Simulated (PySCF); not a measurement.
Relaxation of doublet PO2

These are results of UPBE0/[P def2-TZVP, O def2-TZVP], no relativity, density fitting, PySCF, not measurements. A (50,194) grid was used.

A hand-made linear start, of D∞h symmetry, held to at least that symmetry:

```xyz
3
charge 0 multiplicity 2, angstrom
P     0.0000    0.0000    0.0000
O     0.0000    0.0000    1.5900
O     0.0000    0.0000   -1.5900
```

At each step, columns x, y, z (Å) and Fx, Fy, Fz (eV/Å):

```
step 0  E − E(last) = 70.99 kJ/mol
P    0.000   0.000   0.000   0.000   0.000   0.000
O    0.000   0.000   1.590   0.000   0.000  -5.105
O    0.000   0.000  -1.590   0.000   0.000   5.105
step 1  E − E(last) = 2.55 kJ/mol
P    0.000   0.000   0.000   0.000   0.000  -0.001
O    0.000   0.000   1.444   0.000   0.000   1.324
O    0.000   0.000  -1.444   0.000   0.000  -1.323
step 2  E − E(last) = 0.51 kJ/mol
P    0.000   0.000   0.000   0.000   0.000   0.000
O    0.000   0.000   1.474   0.000   0.000  -0.556
O    0.000   0.000  -1.474   0.000   0.000   0.556
step 3  E − E(last) = 0.00 kJ/mol
P    0.000   0.000   0.000   0.000   0.000   0.000
O    0.000   0.000   1.465   0.000   0.000  -0.038
O    0.000   0.000  -1.465   0.000   0.000   0.038
step 4  E − E(last) = 0.00 kJ/mol
P    0.000   0.000   0.000   0.000   0.000  -0.001
O    0.000   0.000   1.464   0.000   0.000   0.002
O    0.000   0.000  -1.464   0.000   0.000   0.000
```

It ends at D∞h with P–O 1.464 Å (×2); O–P–O 180.0°. A frequency run shows 2 imaginary modes (one degenerate set), down to 566i cm⁻¹, so it is a higher-order saddle point.
